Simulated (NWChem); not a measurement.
System: sulfur dioxide (SO2); SMILES S(=O)=O

Here is an NWChem input.

```
start job
memory heap 200 mb stack 900 mb global 1100 mb
geometry units angstroms noautoz
  O      1.250381     0.000000     0.373591
  S      0.000000     0.000000    -0.369092
  O     -1.250381     0.000000     0.373591
end
basis spherical
  * library aug-cc-pvtz
end
dft
  xc b3lyp
  iterations 150
  mulliken
end
task dft energy
```

Structure relaxed at the PBE0/def2-SVP level. B3LYP is NWChem's, with the RPA form of VWN correlation.

Question: Give the results of this calculation. (B3LYP/aug-cc-pVTZ.) Quantities: basis functions; energy (Ha); highest occupied level (eV); orbital gap (eV); dipole (D).

Answer: 
```
Property                      Result
---------------------------  -------
number of basis functions        142
energy (Ha)                  -548.71
highest occupied level (eV)    -9.40
orbital gap (eV)                5.43
dipole (D)                      1.80
```
